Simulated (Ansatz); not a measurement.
Reaction (SMILES): [CH2][SiH3] (CH2-SiH3) → [SiH3][CH2-] (an electron is taken up)
B3LYP-D3(BJ)/def2-TZVP geometries, fixed; electronic energies without zero-point terms; positive where energy is released.
Largest species:
```
Si
H 1 1.4823
H 1 1.4830 2 109.47
H 1 1.4878 2 107.84 3 116.74
C 1 1.8421 2 110.29 4 121.63
H 5 1.0839 1 122.71 2 -26.73
H 5 1.0841 6 114.66 1 177.78
```
Charge 0, spin multiplicity 2.

Effect of a fitting basis named in the input at HF/aug-cc-pV(T+d)Z with Ansatz (a program for electronic structure), against the last row, where the adiabatic electron affinity is -0.55 eV (the electron is unbound at this level). Open shells are unrestricted. The default fits or decomposes integrals by the program's own choice; accuracy: high also tightens integrals, grids and stops.

```csv
setting,largest shift of a total energy (mEh),shift of the adiabatic electron affinity (eV)
fitting: def2-SV(P)-JKFIT,0.014,0.000
fitting: def2-universal-JKFIT,0.014,0.000
fitting: cc-pVTZ-JKFIT,0.095,0.000
fitting: cc-pVQZ-JKFIT,0.083,0.000
fitting: cc-pV5Z-JKFIT,0.059,0.000
accuracy: high,-0.007,0.000
accuracy: medium (default),0.000,0.000
```

Within 0.002 eV in the adiabatic electron affinity: fitting: def2-SV(P)-JKFIT; fitting: def2-universal-JKFIT; fitting: cc-pVTZ-JKFIT; fitting: cc-pVQZ-JKFIT; fitting: cc-pV5Z-JKFIT; accuracy: high. The largest shift is 0.095 mEh in a total energy and 0.000 eV in the difference.
